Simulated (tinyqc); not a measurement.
Worked calculation: ROHF in the sto-3g basis, for CH2, spin multiplicity 3. One step of it, computed by the program tinyqc.

Task: Iteration 1: building the Fock matrix. J_ij = sum D_kl (ij|kl) with D = D(alpha) + D(beta), K_ij = sum D_kl (ik|jl) for each spin; F = H + J - K(s); E = tr D H + tr D J / 2 - 0.5 sum_s tr D(s) K(s) + E_nn.

D(alpha) at the start:
```
            1C 1s      1C 2s    1C 2px     1C 2py     1C 2pz      2H 1s      3H 1s
1C 1s    1.038416  -0.158597  0.000000   0.000000   0.054132  -0.071994  -0.071994
1C 2s   -0.158597   0.680815  0.000000   0.000000  -0.188400   0.194850   0.194850
1C 2px   0.000000   0.000000  1.000000   0.000000   0.000000   0.000000   0.000000
1C 2py   0.000000   0.000000  0.000000   0.724929   0.000000   0.180845  -0.180845
1C 2pz   0.054132  -0.188400  0.000000   0.000000   0.910324   0.074344   0.074344
2H 1s   -0.071994   0.194850  0.000000   0.180845   0.074344   0.120842   0.030612
3H 1s   -0.071994   0.194850  0.000000  -0.180845   0.074344   0.030612   0.120842
```

D(beta) at the start:
```
            1C 1s      1C 2s    1C 2px     1C 2py     1C 2pz      2H 1s      3H 1s
1C 1s    1.015252  -0.080249  0.000000   0.000000  -0.077686  -0.065931  -0.065931
1C 2s   -0.080249   0.415818  0.000000   0.000000   0.257453   0.174342   0.174342
1C 2px   0.000000   0.000000  0.000000   0.000000   0.000000   0.000000   0.000000
1C 2py   0.000000   0.000000  0.000000   0.724929   0.000000   0.180845  -0.180845
1C 2pz  -0.077686   0.257453  0.000000   0.000000   0.160185   0.108848   0.108848
2H 1s   -0.065931   0.174342  0.000000   0.180845   0.108848   0.119255   0.029025
3H 1s   -0.065931   0.174342  0.000000  -0.180845   0.108848   0.029025   0.119255
```

core Hamiltonian H = T + V (hartree):
```
             1C 1s      1C 2s     1C 2px     1C 2py     1C 2pz      2H 1s      3H 1s
1C 1s   -18.488205  -4.458575   0.000000   0.000000  -0.011316  -0.489525  -0.489525
1C 2s    -4.458575  -5.440670   0.000000   0.000000  -0.128184  -1.368562  -1.368562
1C 2px    0.000000   0.000000  -4.348617   0.000000   0.000000   0.000000   0.000000
1C 2py    0.000000   0.000000   0.000000  -4.434498   0.000000  -1.020450   1.020450
1C 2pz   -0.011316  -0.128184   0.000000   0.000000  -4.396075  -0.779584  -0.779584
2H 1s    -0.489525  -1.368562   0.000000  -1.020450  -0.779584  -2.862043  -0.272747
3H 1s    -0.489525  -1.368562   0.000000   1.020450  -0.779584  -0.272747  -2.862043
```

Two-electron integrals (ij|kl) in chemists' order, unique and non-zero (hartree):
```
(11|11) 3.541948    (21|11) 0.576921    (21|21) 0.111888    (22|11) 0.854682
(22|21) 0.205284    (22|22) 0.624709    (31|31) 0.020296    (32|31) 0.030858
(32|32) 0.137996    (33|11) 0.852436    (33|21) 0.205335    (33|22) 0.624568
(33|33) 0.672833    (41|41) 0.020296    (42|41) 0.030858    (42|42) 0.137996
(43|43) 0.036269    (44|11) 0.852436    (44|21) 0.205335    (44|22) 0.624568
(44|33) 0.600295    (44|44) 0.672833    (51|51) 0.020296    (52|51) 0.030858
(52|52) 0.137996    (53|53) 0.036269    (54|54) 0.036269    (55|11) 0.852436
(55|21) 0.205335    (55|22) 0.624568    (55|33) 0.600295    (55|44) 0.600295
(55|55) 0.672833    (61|11) 0.062857    (61|21) 0.012125    (61|22) 0.022243
(61|33) 0.022176    (61|41) 0.000559    (61|42) 0.001058    (61|44) 0.022310
(61|51) 0.000416    (61|52) 0.000786    (61|54) 0.000100    (61|55) 0.022250
(61|61) 0.001340    (62|11) 0.181555    (62|21) 0.044343    (62|22) 0.152736
(62|33) 0.148849    (62|41) 0.003334    (62|42) 0.025070    (62|44) 0.156258
(62|51) 0.002479    (62|52) 0.018636    (62|54) 0.005508    (62|55) 0.152943
(62|61) 0.005012    (62|62) 0.053569    (63|31) 0.004080    (63|32) 0.022751
(63|43) 0.004631    (63|53) 0.003442    (63|63) 0.005817    (64|11) 0.135176
(64|21) 0.033397    (64|22) 0.121962    (64|33) 0.116056    (64|41) 0.006190
(64|42) 0.040767    (64|44) 0.130672    (64|51) 0.001569    (64|52) 0.013392
(64|54) 0.007423    (64|55) 0.119015    (64|61) 0.003910    (64|62) 0.050615
(64|64) 0.052770    (65|11) 0.100486    (65|21) 0.024826    (65|22) 0.090663
(65|33) 0.086273    (65|41) 0.001569    (65|42) 0.013392    (65|44) 0.090253
(65|51) 0.005246    (65|52) 0.032707    (65|54) 0.007590    (65|55) 0.095357
(65|61) 0.002906    (65|62) 0.037625    (65|64) 0.034903    (65|65) 0.031763
(66|11) 0.361389    (66|21) 0.089666    (66|22) 0.353098    (66|33) 0.336254
(66|41) 0.007286    (66|42) 0.076290    (66|44) 0.368478    (66|51) 0.005416
(66|52) 0.056712    (66|54) 0.023955    (66|55) 0.354061    (66|61) 0.010198
(66|62) 0.168683    (66|64) 0.174897    (66|65) 0.130013    (66|66) 0.774606
(71|11) 0.062857    (71|21) 0.012125    (71|22) 0.022243    (71|33) 0.022176
(71|41) -0.000559   (71|42) -0.001058   (71|44) 0.022310    (71|51) 0.000416
(71|52) 0.000786    (71|54) -0.000100   (71|55) 0.022250    (71|61) 0.001307
(71|62) 0.004751    (71|64) 0.003443    (71|65) 0.002765    (71|66) 0.009601
(71|71) 0.001340    (72|11) 0.181555    (72|21) 0.044343    (72|22) 0.152736
(72|33) 0.148849    (72|41) -0.003334   (72|42) -0.025070   (72|44) 0.156258
(72|51) 0.002479    (72|52) 0.018636    (72|54) -0.005508   (72|55) 0.152943
(72|61) 0.004751    (72|62) 0.036693    (72|64) 0.025516    (72|65) 0.025160
(72|66) 0.087880    (72|71) 0.005012    (72|72) 0.053569    (73|31) 0.004080
(73|32) 0.022751    (73|43) -0.004631   (73|53) 0.003442    (73|63) 0.003690
(73|73) 0.005817    (74|11) -0.135176   (74|21) -0.033397   (74|22) -0.121962
(74|33) -0.116056   (74|41) 0.006190    (74|42) 0.040767    (74|44) -0.130672
(74|51) -0.001569   (74|52) -0.013392   (74|54) 0.007423    (74|55) -0.119015
(74|61) -0.003443   (74|62) -0.025516   (74|64) -0.014801   (74|65) -0.017238
(74|66) -0.059131   (74|71) -0.003910   (74|72) -0.050615   (74|74) 0.052770
(75|11) 0.100486    (75|21) 0.024826    (75|22) 0.090663    (75|33) 0.086273
(75|41) -0.001569   (75|42) -0.013392   (75|44) 0.090253    (75|51) 0.005246
(75|52) 0.032707    (75|54) -0.007590   (75|55) 0.095357    (75|61) 0.002765
(75|62) 0.025160    (75|64) 0.017238    (75|65) 0.020582    (75|66) 0.063336
(75|71) 0.002906    (75|72) 0.037625    (75|74) -0.034903   (75|75) 0.031763
(76|11) 0.032547    (76|21) 0.008006    (76|22) 0.029248    (76|33) 0.028340
(76|44) 0.029038    (76|51) 0.000705    (76|52) 0.005964    (76|55) 0.030333
(76|61) 0.000889    (76|62) 0.009436    (76|64) 0.007798    (76|65) 0.007281
(76|66) 0.028606    (76|71) 0.000889    (76|72) 0.009436    (76|74) -0.007798
(76|75) 0.007281    (76|76) 0.002185    (77|11) 0.361389    (77|21) 0.089666
(77|22) 0.353098    (77|33) 0.336254    (77|41) -0.007286   (77|42) -0.076290
(77|44) 0.368478    (77|51) 0.005416    (77|52) 0.056712    (77|54) -0.023955
(77|55) 0.354061    (77|61) 0.009601    (77|62) 0.087880    (77|64) 0.059131
(77|65) 0.063336    (77|66) 0.226130    (77|71) 0.010198    (77|72) 0.168683
(77|74) -0.174897   (77|75) 0.130013    (77|76) 0.028606    (77|77) 0.774606
```

nuclear repulsion = 4.58585219 hartree

Give: Coulomb J; exchange K(alpha); exchange K(beta); F(alpha); F(beta); total energy of this density.

Result:

Coulomb J (hartree):
```
         1C 1s  1C 2s  1C 2px  1C 2py  1C 2pz  2H 1s   3H 1s
1C 1s   11.617  2.249   0.000   0.000   0.016  0.245   0.245
1C 2s    2.249  5.170   0.000   0.000   0.116  1.266   1.266
1C 2px   0.000  0.000   5.127   0.000   0.000  0.000   0.000
1C 2py   0.000  0.000   0.000   5.210   0.000  1.009  -1.009
1C 2pz   0.016  0.116   0.000   0.000   5.158  0.766   0.766
2H 1s    0.245  1.266   0.000   1.009   0.766  3.011   0.243
3H 1s    0.245  1.266   0.000  -1.009   0.766  0.243   3.011
```

exchange K(alpha) (hartree):
```
        1C 1s   1C 2s  1C 2px  1C 2py  1C 2pz  2H 1s   3H 1s
1C 1s   3.617   0.669   0.000   0.000   0.004  0.075   0.075
1C 2s   0.669   0.985   0.000   0.000  -0.047  0.305   0.305
1C 2px  0.000   0.000   0.860   0.000   0.000  0.000   0.000
1C 2py  0.000   0.000   0.000   0.801   0.000  0.234  -0.234
1C 2pz  0.004  -0.047   0.000   0.000   0.847  0.157   0.157
2H 1s   0.075   0.305   0.000   0.234   0.157  0.340   0.070
3H 1s   0.075   0.305   0.000  -0.234   0.157  0.070   0.340
```

exchange K(beta) (hartree):
```
         1C 1s  1C 2s  1C 2px  1C 2py  1C 2pz  2H 1s   3H 1s
1C 1s    3.561  0.622   0.000   0.000  -0.004  0.068   0.068
1C 2s    0.622  0.599   0.000   0.000   0.270  0.263   0.263
1C 2px   0.000  0.000   0.126   0.000   0.000  0.000   0.000
1C 2py   0.000  0.000   0.000   0.703   0.000  0.225  -0.225
1C 2pz  -0.004  0.270   0.000   0.000   0.284  0.169   0.169
2H 1s    0.068  0.263   0.000   0.225   0.169  0.330   0.064
3H 1s    0.068  0.263   0.000  -0.225   0.169  0.064   0.330
```

F(alpha) (hartree):
```
          1C 1s   1C 2s  1C 2px  1C 2py  1C 2pz   2H 1s   3H 1s
1C 1s   -10.489  -2.878   0.000   0.000   0.000  -0.319  -0.319
1C 2s    -2.878  -1.256   0.000   0.000   0.035  -0.408  -0.408
1C 2px    0.000   0.000  -0.082   0.000   0.000   0.000   0.000
1C 2py    0.000   0.000   0.000  -0.025   0.000  -0.245   0.245
1C 2pz    0.000   0.035   0.000   0.000  -0.085  -0.170  -0.170
2H 1s    -0.319  -0.408   0.000  -0.245  -0.170  -0.190  -0.099
3H 1s    -0.319  -0.408   0.000   0.245  -0.170  -0.099  -0.190
```

F(beta) (hartree):
```
          1C 1s   1C 2s  1C 2px  1C 2py  1C 2pz   2H 1s   3H 1s
1C 1s   -10.432  -2.832   0.000   0.000   0.008  -0.313  -0.313
1C 2s    -2.832  -0.869   0.000   0.000  -0.282  -0.366  -0.366
1C 2px    0.000   0.000   0.652   0.000   0.000   0.000   0.000
1C 2py    0.000   0.000   0.000   0.073   0.000  -0.236   0.236
1C 2pz    0.008  -0.282   0.000   0.000   0.477  -0.182  -0.182
2H 1s    -0.313  -0.366   0.000  -0.236  -0.182  -0.181  -0.094
3H 1s    -0.313  -0.366   0.000   0.236  -0.182  -0.094  -0.181
```

total energy of this density = -37.92918 hartree
